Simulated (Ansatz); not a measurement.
# Worked example: correlation energy of AlCl3, singlet

Geometry: displaced at random from a stationary point.

```xyz
4

Al    0.0025   -0.0020    0.0236
Cl    2.0714   -0.0050    0.0160
Cl   -0.9966    1.8271   -0.0338
Cl   -1.0767   -1.8206   -0.0001
```

Basis cc-pVDZ; Ansatz 0.2.0. Correlated methods freeze the noble-gas cores, which leaves 24 electrons in 52 orbitals. R marks a restricted (for open shells ROHF) determinant.

Full CI isn't at hand for all of this; RCCSDT(Q) serves as the reference, and is uncertain by about the last step of the cluster series.

Runs differ by some tens of microhartree through their thresholds, so steps under 0.03 kcal/mol mean nothing.

| level | total energy (hartree) |
| --- | --- |
| RHF | -1620.651684 |
| RMP2 | -1621.104408 |
| RCCSD | -1621.140140 |
| RCCSD(T) | -1621.150373 |
| RCCSDT | -1621.151169 |
| RCCSDT(Q) | -1621.152214 |

Question: What is the correlation energy at RCCSDT(Q), and what share of it do RMP2 and RCCSDT recover?

Answer: E(corr) = -1621.152214 − (-1620.651684) = -0.500530 hartree = -13.620 eV. RMP2: -0.452724 / -0.500530 = 90.45 %. RCCSDT: -0.499485 / -0.500530 = 99.79 %.

Question: By how many kcal/mol does RCCSD(T) miss RCCSDT(Q) (1 hartree = 627.509 kcal/mol), and which steps make up the rest?

Answer: -1621.150373 − (-1621.152214) = 0.001841 hartree = 1.16 kcal/mol. Steps: RCCSDT − RCCSD(T) = -0.50, RCCSDT(Q) − RCCSDT = -0.66 kcal/mol. Differences between like states or geometries often cancel part of this.
